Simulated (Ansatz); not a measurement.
# PS2 (doublet): wave-function methods side by side at distance S1–P2 = 1.528 Å, cc-pVDZ

Aim: climb from Hartree-Fock through coupled cluster and multireference methods for PS2 (doublet) at one geometry and basis, and see what each rung misses.

The runs use Ansatz 0.2.0, Gaussian basis; cc-pVDZ, core rule «outside noble gas», up to 15 orbitals frozen.

To be run: UHF; CCSD(T) on ROHF; CCSD(T) on UHF; BCCD(T) on ROHF; CISD; CCSDT(Q) on ROHF; CCSDT(Q) on UHF; CASSCF and MRCISD+Q, 3 electrons in 3 orbitals; CASSCF and NEVPT2, 3 electrons in 3 orbitals; CASSCF and MRCISD+Q, 13 electrons in 10 orbitals; CASSCF and NEVPT2, 13 electrons in 10 orbitals.

40 further runs of the same task are left out: 4 for a known fault of the program, 30 that didn't finish, 6 set aside as unsound or not needed.

**1. What is computed**

The geometry derives from a PBE0/def2-TZVP stationary point (not a proven minimum). One bond is set to the value named and the two fragments are kept rigid.

3 atoms, charge 0, spin multiplicity 2.

Atoms are counted from 1 here; the program's logs count them from 0.

Bond lengths: S1–P2 1.528 Å, P2–S3 1.911 Å. Angles: S1–P2–S3 132.6°.

**2. UHF**

The input, in.yaml:

```yaml
crystal:
  periodic: [false, false, false]
  atoms:
    - {symbol: S, position_ang: [0.000000, -0.147964, 1.517701]}
    - {symbol: P, position_ang: [0.000000, 0.465746, 0.118364]}
    - {symbol: S, position_ang: [0.000000, -0.301932, -1.632038]}
basis:
  gaussian: {orbitals: cc-pVDZ}
magnetization: {spin_polarized: true, initial_magnetization: 1}
hamiltonian: {xc: hf}
output: {orbitals: {seedname: orbitals}}
```

The run is started by

```console
ansatz run in.yaml --threads 1 --pin off --events-out ev --progress --plain --max-ram 2393MiB
```

Further steps of the session: CCSD(T) on ROHF; CCSD(T) on UHF; BCCD(T) on ROHF; CISD; CCSDT(Q) on ROHF; CCSDT(Q) on UHF; CASSCF and MRCISD+Q, 3 electrons in 3 orbitals; CASSCF and NEVPT2, 3 electrons in 3 orbitals; CASSCF and MRCISD+Q, 13 electrons in 10 orbitals; CASSCF and NEVPT2, 13 electrons in 10 orbitals.

Q: Predict the results of all the runs planned. Wanted: UCCSDT(Q) below the RHF energy; RMP2 from UCCSDT(Q); UMP2 from UCCSDT(Q); RCCSD from UCCSDT(Q); RCCSD(T) from UCCSDT(Q); UCCSD(T) from UCCSDT(Q); RCCSDT(Q) from UCCSDT(Q); NEVPT2 pair from UCCSDT(Q); MRCISD+Q pair from UCCSDT(Q).

**Answer**, as computed:

| quantity | value |
| --- | --- |
| UCCSDT(Q) below the RHF energy | -10.7523 eV |
| RMP2 from UCCSDT(Q) | +112.4 kJ/mol |
| UMP2 from UCCSDT(Q) | +118.1 kJ/mol |
| RCCSD from UCCSDT(Q) | +47.8 kJ/mol |
| RCCSD(T) from UCCSDT(Q) | +6.5 kJ/mol |
| UCCSD(T) from UCCSDT(Q) | +6.8 kJ/mol |
| RCCSDT(Q) from UCCSDT(Q) | +0.4 kJ/mol |
| NEVPT2 pair from UCCSDT(Q) | +124.2 kJ/mol |
| MRCISD+Q pair from UCCSDT(Q) | +33.9 kJ/mol |
| NEVPT2 valence from UCCSDT(Q) | +148.9 kJ/mol |
| levels within 1 kcal/mol (43 meV) | RCCSDT, UCCSDT, RCCSDT(Q) |
| T1 diagnostic | 0.025 |
| effectively unpaired electrons | 1.03 |

RCCSD(T) lands +6.5 kJ/mol from the yardstick (0.6 % of the correlation energy). One determinant dominates. Of the multireference levels listed MRCISD+Q valence comes nearest in total energy (+14.3 kJ/mol), which doesn't show that its space is the better one. These misses are within one basis, not against nature; the frozen cores of restricted and unrestricted runs differ, which can shift their rows.
